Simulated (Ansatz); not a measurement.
Process, species as SMILES: [OH] (OH) → [OH-] (an electron is taken up)
B3LYP-D3(BJ)/def2-TZVP geometries, fixed; electronic energies without zero-point terms; positive where energy is released.
Largest species:
```
O
H 1 0.9767
```
Charge 0, spin multiplicity 2.

Effect of a fitting basis named in the input at PBE/aug-cc-pVQZ with Ansatz (a first-principles code), against the last row, where the adiabatic electron affinity is 1.97 eV. Open shells are unrestricted. The default fits or decomposes integrals by the program's own choice; accuracy: high also tightens integrals, grids and stops.

```json
[
 {"setting": "fitting: def2-SV(P)-JKFIT", "largest shift of a total energy (mEh)": "-0.045", "shift of the adiabatic electron affinity (eV)": "0.000"},
 {"setting": "fitting: def2-universal-JKFIT", "largest shift of a total energy (mEh)": "-0.045", "shift of the adiabatic electron affinity (eV)": "0.000"},
 {"setting": "fitting: cc-pVTZ-JKFIT", "largest shift of a total energy (mEh)": "-1.060", "shift of the adiabatic electron affinity (eV)": "0.029"},
 {"setting": "fitting: cc-pVQZ-JKFIT", "largest shift of a total energy (mEh)": "-0.951", "shift of the adiabatic electron affinity (eV)": "0.026"},
 {"setting": "fitting: cc-pV5Z-JKFIT", "largest shift of a total energy (mEh)": "-0.680", "shift of the adiabatic electron affinity (eV)": "0.018"},
 {"setting": "fitting: def2-universal-JFIT", "largest shift of a total energy (mEh)": "-0.435", "shift of the adiabatic electron affinity (eV)": "0.009"},
 {"setting": "accuracy: high", "largest shift of a total energy (mEh)": "0.000", "shift of the adiabatic electron affinity (eV)": "0.000"},
 {"setting": "accuracy: medium (default)", "largest shift of a total energy (mEh)": "0.000", "shift of the adiabatic electron affinity (eV)": "0.000"}
]
```

Within 0.002 eV in the adiabatic electron affinity: fitting: def2-SV(P)-JKFIT; fitting: def2-universal-JKFIT; accuracy: high. The largest shift is 1.060 mEh in a total energy and 0.029 eV in the difference.
